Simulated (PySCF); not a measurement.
silicon monoxide cation (OSi), SMILES O=[Si] (connectivity only; charge and spin as stated), charge +1, multiplicity 2. Atoms are numbered in the order given.

```xyz
2

Si     0.0000     0.0000    -0.5537
O      0.0000     0.0000     0.9690
```
Charge +1, spin multiplicity 2.

Geometry optimised at B3LYP-D3(BJ)/def2-TZVPD. The spin state was assumed, not searched.

These are PySCF with r2SCAN/def2-TZVPD values and carry that method's errors.

Mulliken values depend strongly on the basis, most of all with diffuse functions as here. ESP charges are fitted to the potential on shells at 1.4 to 2.0 van der Waals radii. Atomic charges (e):

```csv
atom,ESP fit,meta-Löwdin,Mulliken spin
Si1,[?],1.37,0.45
O2,[?],-0.37,0.55
```

**Question.** What belongs in the gaps? (An estimate is asked for; the answer gives what the named calculation found.)

**Answer.** 
- Si1, ESP fit: 1.23
- O2, ESP fit: -0.23
